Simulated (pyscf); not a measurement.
Elementary routes open to H₃C–CH₃ + H• in the gas phase (doublet surface):
A. •H₂C–CH₃ + H₂ (C–H broken; H–H formed)
B. CH₄ + CH₃• (C–C broken; C–H formed)

PySCF, gas phase, ωB97X-D3(BJ)/def2-SVP geometries.

### Question
Rank the routes by free-energy barrier at 1200 K, lowest first, for ωB97M-D3(BJ)/def2-TZVP energies (ideal gas, 1 atm, RRHO with modes under 100 cm⁻¹ raised to 100, one conformer, R ln 2 for chiral ones without a mode under 150 cm⁻¹).

### Answer
A (31.4 kcal/mol), B (63.4 kcal/mol)

Route A is the fastest of these, ahead of the next by 32.0 kcal/mol. The most stable products are those of B (ΔG = -24.4 kcal/mol), whose barrier is 32.0 kcal/mol higher: the kinetic and the thermodynamic product differ. At 298 K A is still the fastest. Only these routes are compared; each barrier is that of the saddle found, and lower ones may exist.
